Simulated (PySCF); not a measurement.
**Working with the constants of F₂⁻**

UHF-CCSD(T) constants of F₂⁻, doublet, unpaired electrons σ ↑ (basis F aug-pcseg-1; no relativity; PySCF 2.14; masses 18.9984 and 18.9984 u):

| Quantity | Value |
| --- | --- |
| ωe | 458.7 cm⁻¹ |
| ωexe | 5.86 cm⁻¹ |
| Be | 0.4698 cm⁻¹ |
| αe | 0.00720 cm⁻¹ |
| D (centrifugal) | 1.97e-06 cm⁻¹ |
| De to F + F⁻ | 1.25 eV |

Question: Give the vibrational terms G(v) and spacings up to v = 3.

Answer: G(v) = ωe(v+½) − ωexe(v+½)².

```
v  G(v) (cm⁻¹)  G(v) − G(v−1)  Bv (cm⁻¹)
0          228                    0.4662
1          675            447     0.4590
2         1110            435     0.4518
3         1534            424     0.4446
```

Question: How well does the Morse estimate ωe²/(4ωexe) reproduce De, and what is D0?

Answer: It gives 1.11 eV, 89 % of the computed De. D0 = De − G(0) = 1.25 − 0.03 = 1.22 eV.

Correlated steps freeze 2 core orbitals. Correlated levels converge slowly with the basis: in double zeta they bind strong bonds too weakly, by up to about 1 eV, and carry superposition errors of some tenths. The state was picked by a PBE0 search and need not be the measured ground state.
